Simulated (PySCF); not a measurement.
## `F/C=C/[S-]`: 4 charge schemes on one density

C₂H₂FS (charge -1).
Geometry (PBE0-D3(BJ)/def2-SVP, Å), atoms numbered from 1 in this order:
```xyz
6
C2H2FS angstrom
F     -1.664    0.626   -0.002
C     -0.538   -0.166   -0.006
C      0.703    0.360   -0.011
S      2.216   -0.469   -0.016
H     -0.778   -1.234   -0.005
H      0.697    1.468   -0.011
```

Density: PBE0/pcSseg-1 (PySCF); schemes: Mulliken, IAO, Hirshfeld and ESP-fitted. Isolated species at its PBE0-D3(BJ)/def2-SVP geometry, gas phase. The pcSseg-1 basis has no diffuse functions, a weakness for an anion. The HOMO energy is positive at this level (+0.23 eV), so the outermost electrons may be held by the finite basis alone.

Question: Do the Mulliken, IAO, Hirshfeld and ESP-fitted schemes agree on where the charge is lowest?

Answer: All schemes agree: Mulliken S4 (-0.589); IAO S4 (-0.604); Hirshfeld S4 (-0.604); ESP-fitted S4 (-0.717).

Question: At which atom do the 4 schemes differ most?

Answer: At C2: from -0.082 (Hirshfeld) to +0.109 e (Mulliken), 0.191 e apart.

Question: Tabulate the Mulliken, IAO, Hirshfeld and ESP-fitted charges.

Answer: In e:

| atom | environment | Mulliken | IAO | Hirshfeld | ESP-fitted |
| --- | --- | --- | --- | --- | --- |
| F1 | vinyl fluorine | -0.358 | -0.336 | -0.171 | -0.254 |
| C2 | carbon bonded to C, F and H | +0.109 | -0.004 | -0.082 | -0.018 |
| C3 | alkene CH carbon | -0.281 | -0.277 | -0.146 | -0.276 |
| S4 | sulfur bonded to C | -0.589 | -0.604 | -0.604 | -0.717 |
| H5 | hydrogen on C2 | +0.042 | +0.114 | +0.007 | +0.094 |
| H6 | vinylic hydrogen | +0.077 | +0.107 | -0.003 | +0.171 |

Mean size of the charges over all atoms: ESP-fitted 0.255 e, Mulliken 0.243 e, IAO 0.240 e, Hirshfeld 0.169 e. Each set sums to the total charge, -1, to within 0.001 e. The ESP scheme is a least-squares fit of atom-centred charges to the potential on four shells outside the van der Waals surface, with the total charge fixed. The IAO scheme projects the occupied orbitals on a minimal set of polarised atomic orbitals and counts the electrons in each atom's part of it.

Question: Sum the charges by element, for elements with more than one atom.

Answer: 
```
element  atoms  Mulliken     IAO  Hirshfeld  ESP-fitted
      C      2    -0.172  -0.281     -0.228      -0.294
      H      2    +0.119  +0.220     +0.003      +0.264
```

Question: How many electrons does the Hirshfeld scheme count on F1?

Answer: Z − q = 9 − (-0.171) = 9.171.

Question: How closely do the schemes follow one another over all atoms?

Answer: Correlation coefficient and root-mean-square difference: IAO with ESP-fitted 0.98, 0.063 e; Mulliken with IAO 0.98, 0.057 e; Hirshfeld with ESP-fitted 0.96, 0.114 e; Mulliken with ESP-fitted 0.95, 0.095 e; IAO with Hirshfeld 0.91, 0.111 e; Mulliken with Hirshfeld 0.88, 0.127 e.

These values come from a run that also computed NMR shieldings. The run took 3.5 s wall on one thread, Arm Neoverse V2, no GPU, on a shared host.
